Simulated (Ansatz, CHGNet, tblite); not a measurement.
# 1T (CdI2-type) ZrSe2: properties by level of theory

Reference values: lattice constant a 3.77 Å (measured, temperature not stated, not corrected to a static lattice; as tabulated in Björkman (2014), arXiv:1406.2436); lattice parameter c 6.122 Å (measured, temperature not stated, zero-point anharmonic expansion removed (computed with revB86b-DF2); no thermal correction; as tabulated in Björkman (2014), arXiv:1406.2436).

```csv
level (code),equilibrium lattice constant a (Å),lattice parameter c (Å)
GFN2-xTB (tblite),4.180,5.366
CHGNet 0.3.0,?,6.913
LDA (Ansatz),3.694,5.948
PBE (Ansatz),3.798,6.875
PBE-D3(BJ) (Ansatz),?,?
HSE06 (Ansatz),3.792,?
```

### Question
Complete the blanks.

### Answer

- CHGNet 0.3.0, equilibrium lattice constant a (Å): 3.825
- PBE-D3(BJ) (Ansatz, a program for electronic structure), equilibrium lattice constant a (Å): 3.735
- PBE-D3(BJ) (Ansatz), lattice parameter c (Å): 6.032
- HSE06 (Ansatz), lattice parameter c (Å): 6.762

Differences from the reference values (errors of the level alone only where the reference is corrected to a static lattice):

```
level         lattice constant a (%)  lattice parameter c (%)
------------  ----------------------  -----------------------
GFN2-xTB                       +10.9                    -12.3
CHGNet 0.3.0                   +1.46                    +12.9
LDA                            -2.02                    -2.84
PBE                            +0.74                    +12.3
PBE-D3(BJ)                     -0.93                    -1.47
HSE06                          +0.58                    +10.5
```

Nearest: lattice constant a, not ranked (reference at room or unstated temperature); lattice parameter c, not ranked (reference at room or unstated temperature). Empirical potentials aren't ranked on values they can be fitted to.

Machine-learned potentials (CHGNet 0.3.0) are trained on DFT data: a solid inside that data is no test of them.

Caveats: LDA has no dispersion term either, though it tends to give short spacings of layers, chains or molecules (LDA); for a layered or molecular solid the relaxed cell lies over 5 % above the published volume, where the minimum can be shallow (PBE); the cell comes from a level without a dispersion term, which matters for the spacing of layers, chains or molecules (PBE, HSE06); the cell has another shape than the first-principles one, perhaps another minimum in the same group (GFN2-xTB); the gap of the solid is closed in this run (LDA, PBE-D3(BJ)); the method was fitted mainly to molecules (GFN2-xTB); the run uses a supercell at the zone centre in place of a k mesh (GFN2-xTB). Ansatz's density-functional and Hartree–Fock values are scalar-relativistic unless marked +SOC, with PAW data made under PBE.

Differences are worked out from the printed values.

Static lattice: no zero-point or thermal effects.
